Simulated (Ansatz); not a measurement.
CH4Si, SMILES `C=[SiH2]`. The species carries charge 0 and has multiplicity 1. All single points use the PBE0-D4/def2-TZVP geometry.

```xyz
6

C     0.181    0.831   -0.359
Si   -0.152   -0.698    0.301
H    -0.135    1.749    0.123
H     0.724    0.952   -1.289
H    -0.893   -0.876    1.568
H     0.275   -1.957   -0.346
```

What is the dipole moment at B3LYP/def2-TZVPP? (Best estimate.)

The calculation gave: 0.74 D, with components (-0.15, -0.67, 0.29) D in this frame, pointing from negative to positive charge.

And with PBE, r2SCAN, ωB97M-V? (Estimate.)

Ansatz gave: PBE 0.60 D, r2SCAN 0.65 D, ωB97M-V 0.86 D.

Give the Mulliken charges with B3LYP, PBE, r2SCAN in def2-TZVPP. (Estimate.)

Ansatz gave: 
| atom | B3LYP | PBE | r2SCAN |
| --- | --- | --- | --- |
| C1 | -0.37 | -0.33 | -0.39 |
| Si2 | 0.24 | 0.20 | 0.30 |
| H3 | 0.11 | 0.10 | 0.10 |
| H4 | 0.11 | 0.10 | 0.10 |
| H5 | -0.05 | -0.04 | -0.06 |
| H6 | -0.05 | -0.04 | -0.06 |

B3LYP here is the variant with VWN-RPA as its local correlation; programs differ in this.
